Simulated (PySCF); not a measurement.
Molecule: `C[S@@](=O)C=S`, C$_{2}$H$_{4}$OS$_{2}$.

Atom-mapped SMILES (the numbers label the heavy atoms): `[CH3:1][S@@:2](=[O:3])[CH:4]=[S:5]`; H(Xn) means a hydrogen on atom n.

Geometry PBE0-D3(BJ)/def2-SVP throughout; GIAO in PySCF 2.14, gas phase, one conformer, non-relativistic; equivalent atoms averaged; functional PBE0.

(1) How do the shifts δ (against TMS, CS2, H2O at the same level) depend on the basis set? (ppm; last column core-seconds on shared hosts with different chips, so compare them loosely)

(2) Which nucleus moves most, in ppm?

(3) Taking the largest basis, pcSseg-2 (250 functions), as the yardstick, rank the others by their worst heavy-atom deviation.

## Answers

(1) 
```
    basis set  functions     C4    C1      S5     S2     O3  H(C4)  H(C1)  core-s
       STO-3G         37  260.2  30.2  1304.8   75.2  184.5  14.97   1.77     2.3
        6-31G         61  287.2  44.2  1107.2  349.7  133.5  13.56   2.86     4.5
     pcSseg-0         61  325.3  50.4  1269.9  385.6  177.1  13.69   3.21     3.6
       6-31G*         86  271.5  42.2  1065.1  405.5   84.9  12.89   2.50     5.9
     def2-SVP         98  283.1  43.3  1104.4  391.0  101.5  12.78   2.61     6.5
      cc-pVDZ         98  284.5  43.8  1050.1  380.8  115.9  13.03   2.60     6.1
     pcSseg-1        119  293.0  45.9  1154.7  417.6  114.3  12.83   2.77     9.8
  aug-cc-pVDZ        159  278.0  44.2  1034.0  385.1   95.5  13.15   2.83      12
6-311+G(2d,p)        175  283.7  45.9  1131.6  444.3   91.9  13.09   2.79      15
    def2-TZVP        191  288.0  45.6  1169.4  463.6   95.1  13.07   2.68      18
      cc-pVTZ        214  287.8  44.9  1076.3  407.9  101.1  13.09   2.69      19
     IGLO-III        233  293.2  46.6  1140.0  451.5   91.9  12.99   2.77      19
     pcSseg-2        250  297.3  46.6  1143.0  446.6   94.6  12.99   2.70      24
```

(2) S2 (sulfoxide sulfur): from 75.2 ppm with STO-3G to 463.6 ppm with def2-TZVP. The smallest spread is 1.44 ppm, at H(C1). Proton shifts span only some 12 ppm, so a few tenths of a ppm matter as much there as several ppm in carbon.

(3) IGLO-III 4.9 ppm (233 functions), 6-311+G(2d,p) 13.6 ppm (175 functions), def2-TZVP 26.3 ppm (191 functions), pcSseg-1 29.0 ppm (119 functions), def2-SVP 55.7 ppm (98 functions), cc-pVTZ 66.7 ppm (214 functions), 6-31G* 77.9 ppm (86 functions), cc-pVDZ 93.0 ppm (98 functions), 6-31G 96.9 ppm (61 functions), aug-cc-pVDZ 109.0 ppm (159 functions), pcSseg-0 126.9 ppm (61 functions), STO-3G 371.4 ppm (37 functions).

A small basis that lands close on one nucleus may do so by chance; judge by the trend and by all nuclei.
